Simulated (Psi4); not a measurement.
# C2F2 (SMILES FC#CF), step by step

Wanted: a geometry optimisation (B3LYP-D4/6-31G), then vibrational wavenumbers, then the energy (MP2-F12/cc-pVDZ-F12) of C2F2. 

Program for the calculation: Psi4 1.11.

## 1. The structure to begin with

The species is C2F2 (4 atoms), meant as a singlet with charge 0. As SMILES, `FC#CF`. All atoms were displaced at random from a relaxed shape. The run starts from this shape.

Bond lengths: F1–C2 1.098 Å, C2–C3 1.189 Å, C3–F4 1.291 Å. Angles: F1–C2–C3 176.6°, C2–C3–F4 176.2°.

## 2. A structure relaxation at B3LYP-D4/6-31G (density fitting) (run 1)

The input, input.inp:

```
memory 1600 MB

molecule molecule1 {
  0 1
  F     -0.129192     0.159710     1.740945
  C     -0.050397     0.039017     0.652672
  C      0.067102    -0.029841    -0.528343
  F      0.115146    -0.072579    -1.817334
  symmetry c1
}

set globals {
  basis        6-31G
  reference    rks
  geom_maxiter 60
}

e, wfn = optimize("b3lyp-d4", return_wfn=True)
print_variables()
```

Started as:

```bash
$ psi4 -i input.inp -o input.out -n 1
```

input.out:

```text
[...]
  Running in c1 symmetry.
[...]
  Nuclear repulsion =  100.222187988832573
[...]
  Multiplicity = 1
[...]
  Nalpha       = 15
  Nbeta        = 15
[...]
    Number of basis functions: 36
[...]
   @DF-RKS iter   1:  -275.53493097834297    3.16185e-01   9.36061e-03 ADIIS/DIIS
[...]
   @DF-RKS iter   7:  -275.67414509709511   -2.04636e-12   7.74668e-09 DIIS
[...]
    Orbital Energies [Eh]
    ---------------------
    Doubly Occupied:
       1A    -24.774330     2A    -24.774267     3A    -10.305514
       4A    -10.303023     5A     -1.285308     6A     -1.284636
       7A     -0.806502     8A     -0.627279     9A     -0.598562
      10A     -0.515764    11A     -0.515761    12A     -0.492397
      13A     -0.492383    14A     -0.299498    15A     -0.299471
[...]
  @DF-RKS Final Energy:  -275.67414509709511
   => Energetics <=
    Nuclear Repulsion Energy =             92.8322435726262256
    One-Electron Energy =                -563.8792107851510309
    Two-Electron Energy =                 220.9755785172315541
    DFT Exchange-Correlation Energy =     -25.6001842356578422
    Empirical Dispersion Energy =          -0.0025721661440328
    VV10 Nonlocal Energy =                  0.0000000000000000
    Total Energy =                       -275.6741450970951064
[...]
 Multipole Moments:
 ------------------------------------------------------------------------------------
     Multipole            Electronic (a.u.)      Nuclear  (a.u.)        Total (a.u.)
 ------------------------------------------------------------------------------------
 L = 1.  Multiply by 2.5417464519 to convert [e a0] to [Debye]
 Dipole X            :         -0.0003436            0.0004278            0.0000842
 Dipole Y            :          0.0010800           -0.0014763           -0.0003962
 Dipole Z            :          0.0002953            0.0002408            0.0005361
 Magnitude           :                                                    0.0006719
[...]
  -Total Gradient:
     Atom            X                  Y                   Z
    ------   -----------------  -----------------  -----------------
       1        0.000084744839     0.000068853895    -0.000240858620
       2       -0.000274065128    -0.000108669198     0.000236733693
       3        0.000295071914    -0.000003815705     0.000055444087
       4       -0.000105936649     0.000044293150    -0.000051372840
[...]
    Final optimized geometry and variables:
    Molecular point group: c1
    Full point group: C1
    Geometry (in Angstrom), charge = 0, multiplicity = 1:
    F           -0.133290804837     0.125603319701     1.915015615243
    C           -0.054598390046     0.034601756014     0.594240947930
    C            0.055316331938    -0.037079329785    -0.593836878491
    F            0.132837329740    -0.124038404745    -1.915270838444
  Variable Map:
  ----------------------------------------------------------------------------
  "B3LYP-D4(BJ,EEQ)ATM DISPERSION CORRECTION ENERGY" =>      -0.002572166144
  "CURRENT ENERGY"                                   =>    -275.674145097095
  "CURRENT REFERENCE ENERGY"                         =>    -275.674145097095
  "DD SOLVATION ENERGY"                              =>       0.000000000000
[...]
```

On the terminal:

```text
Optimizer: Optimization complete!
```

It took 11 s on 1 thread of Intel Xeon 6975P-C (Granite Rapids), shared host; peak memory 0.31 GiB.

Steps, from the record of the run:

```tsv
step	energy from the first frame kept (eV)	largest force (eV/Å)
0	0.0000	22.6045
1	-1.7546	7.0020
2	-2.0174	2.8826
3	-2.0718	1.3448
4	-2.0849	0.6630
5	-2.0882	0.3357
6	-2.0894	0.0925
7	-2.0895	0.0194
```

After the run. Bond lengths: F1–C2 1.326 Å, C2–C3 1.195 Å, C3–F4 1.327 Å. Angles: F1–C2–C3 178.1°, C2–C3–F4 178.0°.

## 3. The harmonic vibrations at B3LYP-D4/6-31G (density fitting) (run 2)

The input, c2f2.inp:

```
memory 1.6 GB

molecule system {
  0 1
  F      0.00000000     0.00000000    -3.63532662
  C      0.00000000     0.00000000    -1.12928899
  C      0.00000000     0.00000000     1.12899420
  F      0.00000000     0.00000000     3.63562141
  units au
}

set {
  basis                      6-31G
  t                          400.0
  rotational_symmetry_number 2
}

result, w = freq("b3lyp-d4", return_wfn=True)
```

Started as:

```bash
$ psi4 c2f2.inp c2f2.out -n 1
```

c2f2.out, shortened:

```text
[...]
  Running in c2v symmetry.
[...]
  Nuclear repulsion =   92.839487827403318
[...]
  Multiplicity = 1
[...]
  Nalpha       = 15
  Nbeta        = 15
[...]
    Number of basis functions: 36
[...]
   @DF-RKS iter   1:  -275.62987808862493   -2.27471e-01   1.21382e-02 DIIS/ADIIS
[...]
  Running in cs symmetry.
[...]
   @DF-RKS iter  10:  -275.67415282860082   -1.87583e-12   1.31884e-09 DIIS
[...]
  @DF-RKS Final Energy:  -275.67415282860082
   => Energetics <=
    Nuclear Repulsion Energy =             92.8394795048042596
    One-Electron Energy =                -563.8937018751369123
    Two-Electron Energy =                 220.9831035267881703
    DFT Exchange-Correlation Energy =     -25.6004618125838093
    Empirical Dispersion Energy =          -0.0025721724725469
    VV10 Nonlocal Energy =                  0.0000000000000000
    Total Energy =                       -275.6741528286008247
[...]
 Multipole Moments:
[...]
  -Total Gradient:
     Atom            X                  Y                   Z
    ------   -----------------  -----------------  -----------------
       1        0.000000000000     0.000013569420     0.000322462051
       2        0.000000000000    -0.000008819617    -0.000033544552
       3        0.000000000000    -0.000022694193    -0.000246014665
       4        0.000000000000     0.000018112159    -0.000042906663
[...]
  ==> Harmonic Vibrational Analysis <==
[...]
  Freq [cm^-1]                 154.5915            154.5917            247.7677
[...]
  IR activ [km/mol]             0.0000              0.0000              0.8272
[...]
  Freq [cm^-1]                 247.7677            752.4041           1304.5838
[...]
  IR activ [km/mol]             0.8272              0.0000             182.2456
[...]
  Freq [cm^-1]                2552.7168
[...]
  IR activ [km/mol]             0.0001
[...]
  Total E_0, Enthalpy at 0 [K]                                                         -275.66181788 [Eh]
[...]
  Total H, Enthalpy at  400.00 [K]                                                     -275.65361880 [Eh]
[...]
  Total G, Gibbs energy at  400.00 [K]                                                 -275.69659929 [Eh]
[...]
```

On the terminal:

```text
Warning: used thermodynamics relations inappropriate for low-frequency modes: ['154.5915' '154.5917' '247.7677' '247.7677']
```

Run time: 18 s. Hardware: 1 thread of Intel Xeon 6975P-C (Granite Rapids), shared host; peak memory 0.29 GiB.

## 4. The energy at MP2-F12/cc-pVDZ-F12 (density fitting, density fitting for correlation) (run 3)

The input, c2f2.inp:

```
memory 1600 MB

molecule {
  0 1
  F     -0.134362     0.154080     1.915672
  C     -0.055669     0.063078     0.594897
  C      0.054245    -0.008603    -0.593181
  F      0.131766    -0.095562    -1.914615
  symmetry c1
}

set {
  basis cc-pVDZ-F12
  freeze_core true
}

e_tot, wfn = energy("mp2-f12", return_wfn=True)
```

Started as:

```bash
$ psi4 -n 1 c2f2.inp c2f2.out
```

c2f2.out:

```text
[...]
  Running in c1 symmetry.
[...]
  Nuclear repulsion =   92.832230633250816
[...]
  Multiplicity = 1
[...]
  Nalpha       = 15
  Nbeta        = 15
[...]
    Number of basis functions: 120
[...]
   @DF-RHF iter   1:  -274.52074752823194   -8.23849e-01   2.61279e-03 DIIS/ADIIS
[...]
   @DF-RHF iter  11:  -274.55253014898346   -2.72848e-12   4.81128e-09 DIIS
[...]
    Orbital Energies [Eh]
    ---------------------
    Doubly Occupied:
       1A    -26.388003     2A    -26.387942     3A    -11.363817
       4A    -11.359979     5A     -1.689215     6A     -1.687604
       7A     -1.080018     8A     -0.863354     9A     -0.819824
      10A     -0.759891    11A     -0.759883    12A     -0.743405
      13A     -0.743387    14A     -0.437100    15A     -0.437091
[...]
  @DF-RHF Final Energy:  -274.55253014898346
   => Energetics <=
    Nuclear Repulsion Energy =             92.8322306332508163
    One-Electron Energy =                -563.7284997652827769
    Two-Electron Energy =                 196.3437389830485245
    Total Energy =                       -274.5525301489834646
[...]
 Multipole Moments:
 ------------------------------------------------------------------------------------
     Multipole            Electronic (a.u.)      Nuclear  (a.u.)        Total (a.u.)
 ------------------------------------------------------------------------------------
 L = 1.  Multiply by 2.5417464519 to convert [e a0] to [Debye]
 Dipole X            :         -0.0003794            0.0004280            0.0000486
 Dipole Y            :          0.0011831           -0.0014765           -0.0002933
 Dipole Z            :          0.0004239            0.0002407            0.0006646
 Magnitude           :                                                    0.0007281
[...]
```

It took 30 s on 1 thread of Intel Xeon 6975P-C (Granite Rapids), shared host; peak memory 2.9 GiB.

## 5. Summary of results

| quantity | value |
| --- | --- |
| run 1, B3LYP-D4/6-31G: total energy at the end | -275.67415 Eh |
| run 1, B3LYP-D4/6-31G: dipole moment | 0.00 D |
| run 1, B3LYP-D4/6-31G: HOMO energy | -8.15 eV |
| run 1, B3LYP-D4/6-31G: LUMO energy | 0.04 eV |
| run 1, B3LYP-D4/6-31G: HOMO–LUMO gap | 8.19 eV |
| run 1, B3LYP-D4/6-31G: dispersion energy | -6.75 kJ/mol |
| run 2, B3LYP-D4/6-31G: lowest harmonic wavenumber | 155 cm⁻¹ |
| run 2, B3LYP-D4/6-31G: highest harmonic wavenumber | 2553 cm⁻¹ |
| run 2, B3LYP-D4/6-31G: zero-point energy | 32.4 kJ/mol |
| run 2, B3LYP-D4/6-31G: ideal-gas entropy at 400 K (symmetry number 2 as used) | 67.4 cal/(mol K) |
| run 3, MP2-F12/cc-pVDZ-F12: total energy | -275.47115 Eh |
| run 3, MP2-F12/cc-pVDZ-F12: HOMO energy (Hartree–Fock orbitals) | -11.89 eV |
| run 3, MP2-F12/cc-pVDZ-F12: LUMO energy (Hartree–Fock orbitals) | 1.52 eV |
| run 3, MP2-F12/cc-pVDZ-F12: HOMO–LUMO gap (Hartree–Fock orbitals) | 13.41 eV |
| run 3, MP2-F12/cc-pVDZ-F12: correlation energy (4 core orbitals frozen) | -903.9 mEh |

The optimisation (run 1, B3LYP-D4/6-31G) took 8 steps and changed the energy by -2.089 eV. All 7 modes (run 2, B3LYP-D4/6-31G) are real, so the shape is a minimum at this level.
